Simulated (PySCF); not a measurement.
Working out the ionisation energy of O

O [He] 2s2 2p4 (3P) → O⁺ [He] 2s2 2p3 (4S). All numbers are calculated (PySCF 2.14, the spin-free X2C one-electron Hamiltonian (Gaussian nucleus), in aug-cc-pVDZ-DK (4s3p2d, 23 functions)). Frozen: 1s2. Energies in hartree (1 hartree = 27.21139 eV):

```csv
part,O (lower),O⁺ (upper)
UHF,-74.848596,-74.405878
MP2 opposite-spin,-0.082396,-0.052210
MP2 same-spin,-0.028032,-0.020039
```

Task: What does Hartree-Fock give?

Result: (-74.405878) − (-74.848596) = 0.442718 hartree = 12.047 eV.

Task: What do MP2 and SCS-MP2 (6/5 opposite-spin, 1/3 same-spin) give?

Result: The opposite-spin parts differ by 0.821 eV and the same-spin parts by 0.218 eV. MP2: 12.047 + (0.821) + (0.218) = 13.086 eV. SCS-MP2: 12.047 + 1.2 × (0.821) + (0.218)/3 = 13.105 eV.

Measured between the centres of the two terms (NIST): 13.608 eV, so MP2 (valence) is off by -0.522 eV.

A double-zeta basis recovers only part of the correlation energy.

What remains against the reference includes basis incompleteness, the frozen core and correlation beyond second order.
